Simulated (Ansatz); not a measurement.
Results of rVV10 (PAW; Ansatz, a quantum-chemistry and plane-wave program) for 2H WS2.

Settings: plane-wave cutoff 500 eV, 12×12×4 k mesh (along the axes of the cell as run), gaussian smearing 0.02 eV, scalar-relativistic PAW data made under PBE.

Computed at the level's own relaxed cell.

**Question.** Give the computed volume per atom, lattice parameter a and lattice parameter c.

**Answer.** 
volume per atom: 18.60 Å³/atom
lattice parameter a: 3.214 Å
lattice parameter c: 12.480 Å

Measured, for comparison: lattice constant a 3.153 Å, lattice parameter c 12.323 Å (300 K, not corrected to a static lattice; as tabulated in arXiv:1605.07067). Computed (rounded) less measured: lattice constant a +1.9 %, lattice parameter c +1.3 %.

Spin–orbit coupling is not included.

The computed numbers hold no vibrational or temperature effects.
